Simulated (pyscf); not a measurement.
Structures and frequencies: ωB97X-D3(BJ)/def2-SVP in PySCF. MP2 and CC: frozen core, UHF for open shells. ΔMP2 is the change of the MP2 total energy from the triple- to the quadruple-zeta basis.

Question: For the elementary gas-phase step `[O]=[SiH]` [doublet] + `[OH2]` → `[OH][SiH][OH]` [doublet] (doublet surface; H–O broken, H–O, O–Si formed), what barrier and reaction energy does CCSD(T)/def2-TZVPP + ΔMP2(QZVPP) give, measured from the separated reactants?

Answer: ΔE‡ = -8.9 kcal/mol, ΔE = -58.6 kcal/mol. Zero-point energy shifts the barrier by +1.6 kcal/mol. It is an addition across a multiple bond or ene-type step, with an imaginary mode of 1042i cm⁻¹. On the reactant side the descent ends in an adduct with a O–Si contact, 17.2 kcal/mol under the separated species and 3.9 kcal/mol under the saddle at ωB97X-D3(BJ)/def2-TZVP. At CCSD(T) the saddle lies under the separated reactants, which points to a path from their complex (located at ωB97X-D3(BJ) alone). What is counted as formed (O–Si) is already present as a longer contact in the reactant adduct; forming that adduct is a step of its own. At ωB97X-D3(BJ) the barrier from the zero used here is -13.3 kcal/mol. One saddle was located; it need not be the lowest between these sides. The CCSD(T) − MP2 part came from Ansatz, without density fitting, on the same reference.
